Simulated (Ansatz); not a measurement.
Process, species as SMILES: C=CF + 3 [H][H] (H2) → 2 C (CH4) + F (HF)
B3LYP-D3(BJ)/def2-TZVP geometries, fixed; electronic energies without zero-point terms.

Core correlation in the energy of full hydrogenation at MP2 with Ansatz (a first-principles code), in kcal/mol: frozen core against all electrons. Core-valence sets carry the plain set on hydrogen. Costs are rough ratios of core time on shared machines of one kind.

| basis | functions, most | frozen core | all electrons | core term (second minus first) | cost over frozen core |
|---|---|---|---|---|---|
| cc-pVDZ | 57 | -80.19 | -80.72 | -0.53 | - |
| cc-pCVDZ | 69 | -80.20 | -80.53 | -0.33 | - |
| cc-pVTZ | 132 | -81.63 | -83.05 | -1.41 | - |
| cc-pCVTZ | 171 | -81.36 | -81.57 | -0.21 | - |
| cc-pwCVTZ | 171 | -81.22 | -81.43 | -0.21 | - |
| cc-pVQZ | 255 | -82.22 | -83.32 | -1.10 | - |
| cc-pwCVQZ | 342 | -82.03 | -82.24 | -0.21 | 1× |
| cc-pCVQZ | 342 | -82.08 | -82.30 | -0.22 | 1× |

The largest core-valence set, cc-pCVQZ, gives a core term of -0.22 kcal/mol; the valence set cc-pVQZ, which lacks functions for the core, gives -1.10.
